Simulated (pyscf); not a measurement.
Optimised with ωB97X-D3(BJ)/def2-SVP in PySCF.

SMILES: CCCB(C)C
```xyz
19

C     -1.7676    -0.2130    -2.5388
C     -0.4468     0.1680    -1.8705
C     -0.6037     0.5983    -0.4100
B      0.6769     1.0725     0.3907
C      0.5557     1.3380     1.9441
C      2.0568     1.3089    -0.3424
H     -2.2547    -1.0470    -2.0060
H     -2.4726     0.6354    -2.5347
H     -1.6225    -0.5234    -3.5862
H      0.0331     0.9804    -2.4442
H      0.2511    -0.6863    -1.9285
H     -1.1049    -0.1969     0.1770
H     -1.3151     1.4489    -0.3411
H     -0.4750     1.3944     2.3279
H      1.1166     2.2325     2.2637
H      1.0498     0.4840     2.4482
H      2.2985     0.5106    -1.0634
H      2.9135     1.4640     0.3314
H      1.9437     2.2286    -0.9496
```
Charge 0, spin multiplicity 1.

Question: How much does it cost (ΔH, 298 K, ωB97M-D3(BJ)/def2-TZVP) to split H₃C–CH₂–CH₂–B(CH₃)–CH₃ at its C–C bond into •H₂C–CH₃ + •H₂C–B(CH₃)–CH₃?

Answer: C–C to •H₂C–CH₃ + •H₂C–B(CH₃)–CH₃: 80.2 kcal/mol. The 7 functionals that were run give +71.5 (r²SCAN) to +80.8 kcal/mol (ωB97X-D3(BJ)). The radicals are drawn with the spin at the cut bond; how far it spreads was not checked. Other isomers of •H₂C–CH₃, •H₂C–B(CH₃)–CH₃ were not searched in full and may lie lower.
